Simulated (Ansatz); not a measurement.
**CCSD(T) forces**

C$_{2}$H$_{4}$N (SMILES [CH-]=CN) (charge -1), singlet, displaced at random from a GFN2-xTB minimum.

```
7
angstrom
C -0.9318 -0.7875 -0.6236
C -0.1615 0.2902 -0.2777
N 1.0421 0.1172 0.4702
H -1.7719 -0.4360 -1.2459
H -0.3350 1.3622 -0.4554
H 0.9701 0.4545 1.5342
H 1.1798 -0.9097 0.6585
```

Program: Ansatz 0.2.0. Basis: def2-TZVPPD. Cores are frozen in the correlated methods.

CCSD(T) forces from the calculation:
| atom | Fx | Fy | Fz (eV/Å) |
| --- | --- | --- | --- |
| C1 | 0.509 | 0.794 | 0.072 |
| C2 | -1.358 | -1.031 | 0.034 |
| N3 | 1.722 | -0.432 | 3.730 |
| H4 | -0.175 | 0.077 | -0.153 |
| H5 | -0.099 | -0.048 | -0.190 |
| H6 | -0.150 | -0.375 | -2.764 |
| H7 | -0.450 | 1.015 | -0.730 |

Question: Which atom feels the largest CCSD(T) force, and how large is it?

Answer: N3, 4.13 eV/Å, along (0.42, -0.10, 0.90).

Root-mean-square difference of the force components from those of CCSD(T): PBE0-D4 0.250; wB97M-V 0.233; r2SCAN-D4 0.211; PBE-D4 0.266; HSE06-D4 0.248; BLYP-D4 0.232 eV/Å.

No T1 diagnostic of these runs exceeds 0.018. These are differences at one structure, and CCSD(T) in triple zeta is itself an approximation.

For scale, one of the runs: CCSD(T)/def2-TZVPPD forces, 179 basis functions (an equivalent command: `ansatz run in.yaml --threads 4`). The run took 96 s on 4 CPU threads (shared host), with 3.5 GiB of host memory at its peak.
